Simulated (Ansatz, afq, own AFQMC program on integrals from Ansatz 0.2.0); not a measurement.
**CHSi, doublet in 6-31G, levels against full CI**

```xyz
3

Si    0.0000    0.0000    3.3265
C     0.0000    0.0000   -1.1235
H     0.0000    0.0000   -2.2029
```

Connectivity, by distances: Si ··· CH.

Basis 6-31G. Noble-gas cores (and the filled d shells of Ga–Kr and In–Xe) are frozen. AFQMC by an in-house program on the Cholesky factors that Ansatz 0.2.0 writes for its CCSD(T) run. The CISD trial takes its coefficients from CCSD amplitudes. Released means that phaseless walkers are propagated on without the constraint, phases kept. ± is one standard error of the sampling.

Determinant: UHF, the one that the program's search chose, which needn't be the lowest solution. The geometry is a point of a scan.

Full CI on the same integrals is exact in this basis and with this determinant's frozen core.

Cautions: another spin lies lower; an unrestricted solution with more broken spin lies lower (505 meV, ⟨S²⟩ 2.75); unrestricted determinant spin contaminated (⟨S²⟩ 1.75 against 0.75); the next higher spin lies close (within 5 meV by full CI); CCSDT(Q) on the ROHF determinant differs (82 meV higher), perhaps since the unrestricted series falls towards higher spin; walk and cluster series may follow different spin states.

- T1 diagnostic: 0.0063
- weight of the determinant in the CISD state: 0.926
- ⟨S²⟩ of the determinant: 1.753
- size of the correlated space: 9 electrons in 18 orbitals

Reference: full CI, correlation energy -2.388 eV. The released energy is read at 2.40 1/Eh (meV from the phaseless value at times in 1/Eh: 1 ± 4 at 0.24, -3.2 ± 1.8 at 0.51, -3.6 ± 1.2 at 0.99, -5.4 ± 1.2 at 1.62, -1.7 ± 1.5 at 2.40). The cautions show a poor starting determinant, so the rows tell how each method copes with it here, and full CI is the sure value.

```json
{"level": "HF", "E − E(reference) (mEh)": "87.75", "share of correlation (%)": "0.00"}
{"level": "MP2", "E − E(reference) (mEh)": "29.02", "share of correlation (%)": "66.93"}
{"level": "CCSD", "E − E(reference) (mEh)": "1.25", "share of correlation (%)": "98.57"}
{"level": "CCSD(T)", "E − E(reference) (mEh)": "0.38", "share of correlation (%)": "99.57"}
{"level": "CCSDT", "E − E(reference) (mEh)": "0.06", "share of correlation (%)": "99.93"}
{"level": "CCSDT(Q)", "E − E(reference) (mEh)": "0.03", "share of correlation (%)": "99.97"}
{"level": "ph-AFQMC/CISD", "E − E(reference) (mEh)": "0.16 ± 0.06", "share of correlation (%)": "99.82"}
{"level": "released AFQMC", "E − E(reference) (mEh)": "0.09 ± 0.06", "share of correlation (%)": "99.90"}
```

CCSDT and higher add their correlation energy to the determinant of the CCSD(T) run, since their own runs factorise the integrals more tightly (a shift of under 2 meV). A walk keeps the symmetry of its determinant, which the program's search chose and which needn't be the lowest solution, so a lower state of the same spin and another symmetry isn't excluded. Released energies are given only where the last usable release times agree within the noise; a slower fall can still hide under it.
